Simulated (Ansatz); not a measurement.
Ladder of methods for the equilibrium lattice constant a of hcp Mg

Reference value: 3.209 Å (measured, 293 K, not corrected to a static lattice; as tabulated in Wikipedia's data pages).

Put these levels in order of the equilibrium lattice constant a that they give for hcp Mg, smallest first: Hartree–Fock (Ansatz, an electronic-structure program), LDA (Ansatz), PBE (Ansatz), r²SCANh (Ansatz).

LDA (3.134 Å), r²SCANh (3.187 Å), PBE (3.196 Å), Hartree–Fock (3.285 Å)

Differences against the reference: LDA -2.34 %, PBE -0.41 %, r²SCANh -0.69 %, Hartree–Fock +2.37 %.

The measured value isn't corrected to a static lattice, so vibrations enter the comparison.  Cutoffs and k meshes differ between the levels. Ansatz's density-functional and Hartree–Fock values are scalar-relativistic unless marked +SOC, with PAW data made under PBE.

Differences are worked out from the printed values.
